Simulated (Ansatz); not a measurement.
# AlCl3: how energies converge with the basis set

The task here is to estimate one member of a computed series from the others.

Method: one geometry, several basis sets; program: Ansatz 0.2.0, Gaussian basis.

The runs, in order: PBE0-D4/def2-SVP; ωB97M-V/def2-SVP; PBE0-D4/def2-QZVPP; ωB97M-V/def2-QZVPP; CCSD(T)/cc-pV(D+d)Z; CCSD(T)/cc-pV(T+d)Z; CCSD(T)/cc-pV(Q+d)Z; the functionals' def2-TZVPP values are taken from earlier runs.

## The geometry

The geometry comes from an earlier relaxation with PBE0-D4 in a triple-zeta def2 set; it is a stationary point.

4 atoms, charge 0, spin multiplicity 1.

Atoms are counted from 1 here; the program's logs count them from 0.

Bond lengths: Al1–Cl2 2.069 Å, Al1–Cl3 2.069 Å, Al1–Cl4 2.069 Å. Angles: Cl2–Al1–Cl3 120.0°, Cl2–Al1–Cl4 120.0°, Cl3–Al1–Cl4 120.0°.

The first run:

in.yaml reads:

```yaml
crystal:
  periodic: [false, false, false]
  atoms:
    - {symbol: Al, position_ang: [0.000000, 0.000000, 0.000000]}
    - {symbol: Cl, position_ang: [0.000000, 2.069041, 0.000000]}
    - {symbol: Cl, position_ang: [1.791842, -1.034520, 0.000000]}
    - {symbol: Cl, position_ang: [-1.791842, -1.034520, 0.000000]}
basis:
  gaussian: {orbitals: def2-SVP}
hamiltonian: {xc: pbe0, dispersion: d4}
output: {orbitals: {seedname: orbitals}}
```

The run is started by

```console
$ ansatz run in.yaml --threads 2 --pin off --events-out ev --progress --plain --max-ram 31744MiB --backend cpu
```

Steps of the session up to this table: PBE0-D4 in def2-SVP; ωB97M-V in def2-SVP; PBE0-D4 in def2-QZVPP; ωB97M-V in def2-QZVPP.

One table of the session follows, with a row left open; its other results are not shown here.

| functional | basis | HOMO (eV) |
| --- | --- | --- |
| PBE0-D4 | def2-SVP | -9.25 |
| PBE0-D4 | def2-TZVPP | ? |
| PBE0-D4 | def2-QZVPP | -9.41 |
| ωB97M-V | def2-SVP | -11.42 |
| ωB97M-V | def2-TZVPP | -11.62 |
| ωB97M-V | def2-QZVPP | -11.67 |

Estimate the missing values for PBE0-D4, def2-TZVPP.

**Answer.** HOMO (eV): -9.38. In the column «HOMO (eV)» it lies between PBE0-D4, def2-QZVPP (-9.41) and PBE0-D4, def2-SVP (-9.25).
